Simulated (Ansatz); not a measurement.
A calculation with Ansatz (development build ahead of 0.2.0).

```yaml
crystal:
  periodic: [false, false, false]
  atoms:
    - { symbol: C, position_ang: [-0.22869, 0.14728, -0.17] }
    - { symbol: H, position_ang: [0.15168, 0.76943, -0.97452] }
    - { symbol: H, position_ang: [-0.77302, -0.77549, -0.452] }
    - { symbol: H, position_ang: [-0.50128, 0.66786, 0.8092] }
    - { symbol: H, position_ang: [3.58773, -2.36686, 2.66318] }
basis:
  gaussian: { orbitals: def2-SVP }
total_charge: 1
magnetization:
  spin_polarized: true
  initial_magnetization: 1
hamiltonian:
  xc: hf
output:
  forces: true
```

The input is written out in the form of the current development build from the run's settings.

Results

| Property | Result |
| --- | --- |
| Converged | yes |
| Total energy | -39.68969 hartree |
| Spin squared of the determinant | 0.750 |
| Stability test | minimum |

Forces (eV/Å):
| atom | Fx | Fy | Fz |
| --- | --- | --- | --- |
| C1 | -3.390 | 1.496 | 0.480 |
| H2 | 1.050 | -0.254 | 0.056 |
| H3 | 1.121 | -0.041 | 0.497 |
| H4 | 1.219 | -1.202 | -1.034 |
| H5 | 0.000 | 0.000 | 0.000 |
